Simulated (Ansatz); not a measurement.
Input for Ansatz (an electronic-structure program): R-B97M-V/def2-TZVPP on dimethyl ether (SMILES COC).

Ansatz 0.2 input:
```yaml
crystal:
  periodic: [false, false, false]
  atoms:
    - {symbol: C, position_ang: [-1.16757077, 0.00510335, -0.11004478]}
    - {symbol: O, position_ang: [0.01970000, -0.58888916, -0.58335622]}
    - {symbol: C, position_ang: [1.16975996, -0.07052900, 0.04523382]}
    - {symbol: H, position_ang: [-1.99793990, -0.45183514, -0.64631613]}
    - {symbol: H, position_ang: [-1.29996507, -0.16465376, 0.96697916]}
    - {symbol: H, position_ang: [-1.17555979, 1.08804971, -0.29304640]}
    - {symbol: H, position_ang: [1.14730439, -0.24353941, 1.12961831]}
    - {symbol: H, position_ang: [2.03254079, -0.58250723, -0.37829968]}
    - {symbol: H, position_ang: [1.27173040, 1.00880061, -0.13076808]}
basis:
  gaussian:
    orbitals: def2-TZVPP
hamiltonian:
  xc: {name: B97M-V}
scf: {lower_state_search: off}
```

**Question.** Give the final energy of this run.

**Answer.** -155.0624 hartree.
